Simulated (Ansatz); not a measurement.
# CH5AlS, SMILES [CH3][AlH][SH]: a composite energy at a relaxed geometry

Computed with the Ansatz DFT code, driven from Python.

Script `run_composite.py`:
```python
"""Relax CH5AlS cheaply, then refine its energy."""

import itertools

import ansatz as az
from ase.data import atomic_numbers, covalent_radii
import numpy as np

config = {
    "basis": "def2-SVP",
    "functional": "b3lyp",
}

system = (
    az.Crystal.molecule()
    .atom("C", [-0.6878, 0.9308, -0.4191])
    .atom("Al", [0.8014, -0.1651, 0.1094])
    .atom("S", [0.5023, -1.7408, 1.6989])
    .atom("H", [-0.4185, 2.0522, -0.2464])
    .atom("H", [-1.6286, 0.683, 0.1425])
    .atom("H", [-0.9434, 0.8437, -1.512])
    .atom("H", [2.2542, 0.0368, -0.5843])
    .atom("H", [0.2125, -2.6977, 0.7552])
)

job = (
    system.calculation()
    .basis(gaussian=config["basis"])
    .functional(config["functional"])
)
symbols = [site.symbol for site in system.cartesian_sites]
start = np.array([site.position_ang for site in system.cartesian_sites], dtype=float)
report = job.relax(force_tolerance=0.01).run(threads=1, backend="cpu").report
end = np.array(report["positions_ang"])
# pairs closer than 1.2 times the sum of covalent radii, before or after
radius = [covalent_radii[atomic_numbers[s]] for s in symbols]
span = lambda where, i, j: np.linalg.norm(where[i] - where[j])
bonded = [(i, j) for i, j in itertools.combinations(range(len(symbols)), 2) if min(span(start, i, j), span(end, i, j)) < 1.2 * (radius[i] + radius[j])]
print("pair        before    after (A)")
for i, j in bonded:
    print(f"{symbols[i]}{i}-{symbols[j]}{j}".ljust(10), f"{span(start, i, j):8.4f} {span(end, i, j):8.4f}")
for first, second in list(itertools.combinations(bonded, 2)):
    shared = set(first) & set(second)
    if shared and symbols[(j := shared.pop())] != "H":
        i, k = sorted((set(first) | set(second)) - {j})
        u, v = end[i] - end[j], end[k] - end[j]
        angle = np.degrees(np.arccos(np.clip(u @ v / np.linalg.norm(u) / np.linalg.norm(v), -1, 1)))
        print(f"final angle {symbols[i]}{i}-{symbols[j]}{j}-{symbols[k]}{k}: {angle:.2f} deg")

minimum = az.Crystal.molecule()
for symbol, place in zip(symbols, end):
    minimum = minimum.atom(symbol, place.tolist())
at_minimum = minimum.calculation()
# MP2 extrapolated to the basis limit, plus the small-basis difference CCSD(T) - MP2
level = lambda method, basis: at_minimum.basis(gaussian=basis).correlation(method).run(threads=1, backend="cpu").report
small, large, cluster = level("mp2", "cc-pVDZ"), level("mp2", "cc-pVTZ"), level("ccsd_t", "cc-pVDZ")
corr = lambda each: (each["free_energy_ev"] - each["reference_energy_ev"]) / 27.211386246
mp2_limit = (27 * corr(large) - 8 * corr(small)) / 19
pieces = {"HF / cc-pVTZ": large["reference_energy_ev"] / 27.211386246, "MP2 correlation, DZ-TZ limit": mp2_limit, "CCSD(T) - MP2 / cc-pVDZ": corr(cluster) - corr(small)}
for name, value in pieces.items():
    print(f"{name:32s} {value:14.6f} Ha")
print(f"{'sum':32s} {sum(pieces.values()):14.6f} Ha")
print("T1 diagnostic", round(cluster["correlation"]["coupled_cluster"]["t1_diagnostic"], 4))
```

```console
$ python run_composite.py
pair        before    after (A)
C0-Al1       1.9230   1.9543
C0-H3        1.1661   1.1046
C0-H4        1.1233   1.1018
C0-H5        1.1258   1.1043
Al1-S2       2.2581   2.2013
Al1-H6       1.6225   1.5844
S2-H7        1.3748   1.3537
final angle Al1-C0-H3: 110.63 deg
final angle Al1-C0-H4: 113.19 deg
final angle Al1-C0-H5: 110.69 deg
final angle C0-Al1-S2: 118.56 deg
final angle C0-Al1-H6: 123.81 deg
final angle H3-C0-H4: 107.76 deg
final angle H3-C0-H5: 106.40 deg
final angle H4-C0-H5: 107.89 deg
final angle S2-Al1-H6: 117.63 deg
final angle Al1-S2-H7: 95.10 deg
HF / cc-pVTZ                        -680.319770 Ha
MP2 correlation, DZ-TZ limit          -0.478051 Ha
CCSD(T) - MP2 / cc-pVDZ               -0.056134 Ha
sum                                 -680.853956 Ha
T1 diagnostic 0.0108
```

What to keep in mind:
- Total energies depend on the basis set; only differences at equal settings carry meaning.
- The sum leaves out core correlation, relativity, the Hartree-Fock basis error and zero-point energy; a DZ-TZ extrapolation is rough.
- b3lyp holds the VWN-RPA fit, as in Gaussian; the form of ORCA and Turbomole is b3lyp5.
- Inner cores stay frozen, so this is valence correlation.
- For Al to Cl the sets with a tight d function, cc-pV(X+d)Z, are usual.
- An extrapolation from small basis sets is rough.
- Finished in 41 s on 1 thread of Arm Neoverse V1 (shared host), peak memory 0.36 GiB.
